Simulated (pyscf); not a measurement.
Optimised with ωB97X-D3(BJ)/def2-SVP in PySCF.

Question: PBE/def2-TZVP puts the barrier of HO–GeH₃ + water (H₂O) -> HO–GeH₂–OH + hydrogen (H₂) (four-centre exchange; singlet surface; Ge–H, H–O broken, Ge–O, H–H formed) at 33.0 kcal/mol and the reaction energy at -5.2 kcal/mol, from the separated reactants. What do PBE0-D3(BJ)/def2-TZVP, M06-2X/def2-TZVP, ωB97M-D3(BJ)/def2-TZVP give on the same structures?

Answer: PBE0-D3(BJ): ΔE‡ = 36.0 kcal/mol, ΔE = -4.6 kcal/mol; M06-2X: ΔE‡ = 35.9 kcal/mol, ΔE = -10.3 kcal/mol; ωB97M-D3(BJ): ΔE‡ = 38.4 kcal/mol, ΔE = -5.1 kcal/mol. PBE's barrier lies under all of them, by 3.0 to 5.5 kcal/mol. Its reaction energy lies among theirs. Low barriers are usual for a GGA, whose delocalisation error favours stretched bonds. On the reactant side the descent ends in a complex (not fully relaxed), 5.9 kcal/mol under the separated species and 44.1 kcal/mol under the saddle at ωB97X-D3(BJ)/def2-TZVP. At the saddle there is also a short Ge–H contact that neither side keeps. This is the saddle that the search found; another between the same sides may lie lower. Elements up to Kr have no core potential and no relativistic terms here.
